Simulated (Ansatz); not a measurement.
A trace of molecular dynamics of ClH5MgSi (8 atoms, charge 0, multiplicity 1).

Method: Ansatz, UKS revPBE-D4/def2-SVP.

```json
{"ensemble": "NVE (velocity Verlet)", "starting velocities drawn for": "100 K", "seed": "8352"}
```

```tsv
time (fs)	T (K)	potential energy less start (eV)	conserved less start (meV/atom)
0.0	100	0.000	0.00
4.0	52	0.038	0.04
8.0	91	0.007	0.01
12.0	128	-0.021	0.06
16.0	406	-0.237	-0.03
20.0	441	-0.264	0.08
24.0	793	-0.538	-0.13
28.0	674	-0.445	0.06
32.0	854	-0.585	-0.05
36.0	832	-0.567	0.07
40.0	1034	-0.725	-0.06
44.0	978	-0.681	0.05
48.0	1200	-0.854	-0.06
52.0	1153	-0.816	0.08
56.0	1408	-1.015	-0.06
60.0	1473	-1.065	0.03
64.0	1676	-1.223	-0.07
68.0	1518	-1.099	0.06
72.0	1484	-1.074	-0.05
76.0	1246	-0.888	0.05
80.0	1291	-0.924	-0.07
84.0	1086	-0.764	0.04
88.0	1051	-0.737	0.00
92.0	1107	-0.781	0.01
96.0	1292	-0.925	-0.05
100.0	1359	-0.977	-0.01
```

Question: Is this trajectory sound?

Answer: The conserved energy stayed within 0.14 meV per atom of its start (net change -0.0061 meV per atom), so the integration is sound. The system heated up, since it started high on the potential surface and ran downhill. A run of 0.1 ps of so small a system gives no equilibrium averages. The orbitals stay closed-shell, which can raise the energy where a bond breaks towards radicals; this wasn't checked here. The time step was 0.5 fs.

The run took 4.9 min on 2 threads of AMD EPYC 7B13 (Zen 3), with other jobs on the host, peak memory 0.2 GiB.
